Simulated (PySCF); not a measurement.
Molecule: `N#P`, NP.

Molfile (atoms numbered from 1):
```
NP
     RDKit          3D

  2  1  0  0  0  0  0  0  0  0999 V2000
    0.7470   -0.0061   -0.0053 N   0  0  0  0  0  0  0  0  0  0  0  0
   -0.7415    0.0086   -0.0230 P   0  0  0  0  0  0  0  0  0  0  0  0
  1  2  3  0
M  END
```

Geometry PBE0-D3(BJ)/def2-SVP throughout; GIAO in PySCF, gas phase, one conformer, non-relativistic; equivalent atoms averaged; basis pcSseg-2.

**Question.** How do the shifts δ (against NH3, H3PO4 at the same level) depend on the functional? (ppm; last column core-seconds on shared hosts with different chips, so compare them loosely; the GGAs took longer than the global hybrids here, which isn't the general rule, and the cause wasn't traced)

**Answer.** 
| functional | kind | N1 | P2 | core-s |
| --- | --- | --- | --- | --- |
| HF | Hartree–Fock | 753.0 | 440.0 | 0.4 |
| LDA | LDA | 690.7 | 338.5 | 1.1 |
| PBE | GGA | 674.3 | 320.9 | 1.4 |
| BLYP | GGA | 677.0 | 313.6 | 1.4 |
| BP86 | GGA | 670.3 | 318.0 | 1.4 |
| OPBE | GGA | 651.2 | 316.9 | 1.4 |
| KT2 | GGA | 637.5 | 270.9 | 1.3 |
| KT3 | GGA | 633.5 | 279.2 | 1.3 |
| B97-D | GGA | 650.8 | 308.4 | 1.3 |
| B3LYP | global hybrid | 696.5 | 345.6 | 0.88 |
| PBE0 | global hybrid | 697.8 | 357.9 | 0.9 |
| mPW1PW91 | global hybrid | 699.1 | 358.5 | 0.9 |
| WP04 | global hybrid | 678.3 | 345.1 | 1.1 |
| B97-2 | global hybrid | 679.1 | 345.1 | 1.1 |
| BHandHLYP | global hybrid | 721.7 | 386.5 | 1 |
| CAM-B3LYP | range-separated hybrid | 702.5 | 363.5 | 1.4 |
| wB97X-D | range-separated hybrid | 700.1 | 361.4 | 1.4 |
| LC-wPBE | range-separated hybrid | 695.7 | 383.5 | 2.1 |

**Question.** Which nucleus moves most, in ppm?

**Answer.** P2 (phosphorus bonded to N): from 270.9 ppm with KT2 to 440.0 ppm with HF. The smallest spread is 119.5 ppm, at N1.
